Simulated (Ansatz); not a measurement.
Molecule: furan, C$_{4}$H$_{4}$O, net charge 0, singlet state. 
Structure (B3LYP-D3(BJ)/def2-TZVP (Ansatz, a program for electronic structure) minimum search):
```
C
C 1 1.3552
O 2 1.3615 1 110.34
C 3 1.3615 2 106.94 1 0.00
C 4 1.3552 3 110.34 2 0.00
H 4 1.0753 5 133.63 1 -180.00
H 2 1.0753 1 133.63 5 -180.00
H 5 1.0766 4 126.47 6 0.00
H 1 1.0766 2 126.47 7 0.00
```

Property: atomisation energy (electronic, to ground-state atoms), in kcal/mol. Correlated levels leave the core frozen unless marked. UHF or UKS for open shells. No spin-orbit coupling. No relativistic terms. The coupled-cluster limit lacks core correlation, which all-electron functionals hold. CBS marks a two-point X^-3 extrapolation of the correlation energy; Hartree-Fock from the larger set. [CCSD(T)-MP2]/basis is that difference in the basis named.

```json
[
 {"level": "RI-HF/aug-cc-pVTZ", "program": "Ansatz", "atomisation energy (kcal/mol)": "709.3", "minus last row": "-282.4", "rough core time": "-"},
 {"level": "PBE0/STO-3G", "program": "Ansatz", "atomisation energy (kcal/mol)": "1136.9", "minus last row": "145.2", "rough core time": "under 20 s"},
 {"level": "PBE0-D3(BJ)/def2-TZVPD", "program": "Ansatz + dftd3", "atomisation energy (kcal/mol)": "1008.2", "minus last row": "16.5", "rough core time": "under 20 s"},
 {"level": "LC-wPBE/def2-TZVPD", "program": "Ansatz", "atomisation energy (kcal/mol)": "998.5", "minus last row": "6.8", "rough core time": "under 20 s"},
 {"level": "wB97M-V/def2-TZVPD", "program": "Ansatz", "atomisation energy (kcal/mol)": "996.5", "minus last row": "4.8", "rough core time": "20 s"},
 {"level": "B2GP-PLYP-D3(BJ)/def2-TZVPD", "program": "Ansatz + dftd3", "atomisation energy (kcal/mol)": "984.5", "minus last row": "-7.2", "rough core time": "under 20 s"},
 {"level": "MP2/cc-pVTZ", "program": "Ansatz", "atomisation energy (kcal/mol)": "996.5", "minus last row": "4.8", "rough core time": "-"},
 {"level": "RI-MP2/CBS(aug-cc-pVTZ,aug-cc-pVQZ)", "program": "Ansatz", "atomisation energy (kcal/mol)": "1023.2", "minus last row": "31.5", "rough core time": "28 s"},
 {"level": "SCS-MP2/6-31G*", "program": "Ansatz", "atomisation energy (kcal/mol)": "926.1", "minus last row": "-65.6", "rough core time": "-"},
 {"level": "RI-MP2/CBS(cc-pVTZ,cc-pVQZ)+[CCSD(T)-MP2]/cc-pVTZ", "program": "Ansatz", "atomisation energy (kcal/mol)": "991.7", "minus last row": "0.0", "rough core time": "-"}
]
```

Core times are rough, on shared machines, summed over the molecules involved; a dash marks a level read off another run, or run on other hardware, by another program or under a memory cap.

The Hartree-Fock reference is unstable (checked in the largest basis), which strains HF and MP2.
